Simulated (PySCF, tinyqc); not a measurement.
Coupled-perturbed Hartree-Fock on RHF in the sto-6g basis, for LiH, spin multiplicity 1, step by step. The lowest restricted solution is unstable here: a spin-polarised one lies 0.0222 hartree lower (PySCF). One step of it, computed by the program tinyqc.

Problem. Iteration 1: building the Fock matrix. J_ij = sum D_kl (ij|kl), K_ij = sum D_kl (ik|jl); F = H + J - 0.5 K; E = tr D H + tr D J / 2 - 0.25 tr D K + E_nn.

D at the start, lower triangle:
```
            1Li 1s    1Li 2s   1Li 2px   1Li 2py   1Li 2pz     2H 1s
1Li 1s    2.065607
1Li 2s   -0.237640  0.802221
1Li 2px   0.000000  0.000000  0.000000
1Li 2py   0.000000  0.000000  0.000000  0.000000
1Li 2pz  -0.142132  0.672640  0.000000  0.000000  0.565625
2H 1s    -0.084227  0.451297  0.000000  0.000000  0.379816  0.255108
```

core Hamiltonian H = T + V (hartree), lower triangle:
```
            1Li 1s     1Li 2s    1Li 2px    1Li 2py    1Li 2pz      2H 1s
1Li 1s   -4.666923
1Li 2s   -0.990128  -1.305093
1Li 2px   0.000000   0.000000  -1.073353
1Li 2py   0.000000   0.000000   0.000000  -1.073353
1Li 2pz  -0.007296  -0.075663   0.000000   0.000000  -1.127967
2H 1s    -0.045260  -0.302681   0.000000   0.000000  -0.428938  -1.120555
```

Two-electron integrals (ij|kl) in chemists' order, unique and non-zero (hartree):
```
(11|11) 1.681247   (21|11) 0.242603   (21|21) 0.044507   (22|11) 0.397190
(22|21) 0.090279   (22|22) 0.290625   (31|31) 0.009437   (32|31) 0.014261
(32|32) 0.064236   (33|11) 0.397190   (33|21) 0.090279   (33|22) 0.290625
(33|33) 0.313125   (41|41) 0.009437   (42|41) 0.014261   (42|42) 0.064236
(43|43) 0.016875   (44|11) 0.397190   (44|21) 0.090279   (44|22) 0.290625
(44|33) 0.279374   (44|44) 0.313125   (51|51) 0.009437   (52|51) 0.014261
(52|52) 0.064236   (53|53) 0.016875   (54|54) 0.016875   (55|11) 0.397190
(55|21) 0.090279   (55|22) 0.290625   (55|33) 0.279374   (55|44) 0.279374
(55|55) 0.313125   (61|11) 0.010512   (61|21) 0.001908   (61|22) 0.003986
(61|33) 0.003927   (61|44) 0.003927   (61|51) 0.000257   (61|52) 0.000551
(61|55) 0.004103   (61|61) 0.000091   (62|11) 0.057649   (62|21) 0.013452
(62|22) 0.050611   (62|33) 0.047659   (62|44) 0.047659   (62|51) 0.002068
(62|52) 0.015790   (62|55) 0.056514   (62|61) 0.000719   (62|62) 0.019420
(63|31) 0.000718   (63|32) 0.004122   (63|53) 0.001904   (63|63) 0.000862
(64|41) 0.000718   (64|42) 0.004122   (64|54) 0.001904   (64|64) 0.000862
(65|11) 0.080833   (65|21) 0.018959   (65|22) 0.072935   (65|33) 0.068017
(65|44) 0.068017   (65|51) 0.003228   (65|52) 0.024707   (65|55) 0.082772
(65|61) 0.001036   (65|62) 0.029985   (65|65) 0.046513   (66|11) 0.216498
(66|21) 0.051025   (66|22) 0.209389   (66|33) 0.193177   (66|44) 0.193177
(66|51) 0.007272   (66|52) 0.072001   (66|55) 0.241815   (66|61) 0.002756
(66|62) 0.109536   (66|65) 0.173125   (66|66) 0.774999
```

nuclear repulsion = 0.64956286 hartree

Give: Coulomb J; exchange K; Fock matrix F; total energy of this density.

Solution.

Coulomb J (hartree), lower triangle:
```
         1Li 1s  1Li 2s  1Li 2px  1Li 2py  1Li 2pz   2H 1s
1Li 1s   4.0677
1Li 2s   0.6427  1.3289
1Li 2px  0.0000  0.0000   1.3120
1Li 2py  0.0000  0.0000   0.0000   1.3120
1Li 2pz  0.0226  0.1337   0.0000   0.0000   1.3627
2H 1s    0.0291  0.2740   0.0000   0.0000   0.4020  1.2501
```

exchange K (hartree), lower triangle:
```
         1Li 1s  1Li 2s  1Li 2px  1Li 2py  1Li 2pz   2H 1s
1Li 1s   3.3987
1Li 2s   0.4807  0.3789
1Li 2px  0.0000  0.0000   0.0791
1Li 2py  0.0000  0.0000   0.0000   0.0791
1Li 2pz  0.0175  0.3006   0.0000   0.0000   0.3379
2H 1s    0.0318  0.2769   0.0000   0.0000   0.3120  0.5094
```

Fock matrix F (hartree), lower triangle:
```
          1Li 1s   1Li 2s  1Li 2px  1Li 2py  1Li 2pz    2H 1s
1Li 1s   -2.2986
1Li 2s   -0.5878  -0.1656
1Li 2px   0.0000   0.0000   0.1991
1Li 2py   0.0000   0.0000   0.0000   0.1991
1Li 2pz   0.0066  -0.0923   0.0000   0.0000   0.0658
2H 1s    -0.0320  -0.1671   0.0000   0.0000  -0.1829  -0.1251
```

total energy of this density = -7.769462 hartree
